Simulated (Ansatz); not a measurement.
TlS (I4/mcm, No. 140) was calculated with PBEsol+SOC (PAW; Ansatz, an electronic-structure program).

Run with plane-wave cutoff 520 eV, 8×8×8 k mesh, Fermi–Dirac smearing 0.01 eV, PAW data made under PBE.

Cell (measured lattice):

```xyz
8
Lattice="-3.8930 3.8930 3.4000 3.8930 -3.8930 3.4000 3.8930 3.8930 -3.4000" Properties=species:S:1:pos:R:3 pbc="T T T"
Tl     0.0000     3.8930     1.7000
Tl     3.8930     0.0000     1.7000
Tl     0.0000     0.0000     1.7000
Tl     0.0000     0.0000     5.1000
S      1.3937     5.2867     0.0000
S      2.4993     1.3937     0.0000
S      2.4993    -1.3937     3.4000
S      1.3937     2.4993     3.4000
```

Task: What does this level give for the band gap, smallest direct gap on the k points sampled and Γ–Γ gap?

Result: 
* **band gap**: 0.14 eV (indirect)
* **smallest direct gap on the k points sampled**: 0.49 eV
* **Γ–Γ gap**: 2.05 eV

Note: cell and atoms aren't relaxed at this level (largest force component 0.31 eV/Å, pressure -1.9 GPa).

The computed numbers hold no vibrational or temperature effects.
